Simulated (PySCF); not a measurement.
Beryllium: a sound run and one with changed settings

Sound run: Be [He] 2s2, Be+ [He] 2s1. Computed with PySCF 2.14 in 6-31G* (3s2p1d, 14 functions), with no relativity, point nucleus. In the sound run the correlated levels freeze 1s2. The sound run starts from symmetry-adapted Hartree-Fock orbitals and uses a fine grid where one is needed.

Changed run: initial guess sap, at most 50 SCF cycles.

```tsv
species	method	sound run (hartree)	changed run (hartree)	converged
Be	UHF	-14.56676	-14.56676	yes
Be	M06-L	-14.65765	-14.65765	yes
Be	CCSD(T)	-14.61305	-14.61305	yes
Be+	BP86	-14.32179	-14.32179	yes
```

Here the plain start reaches the same solutions.
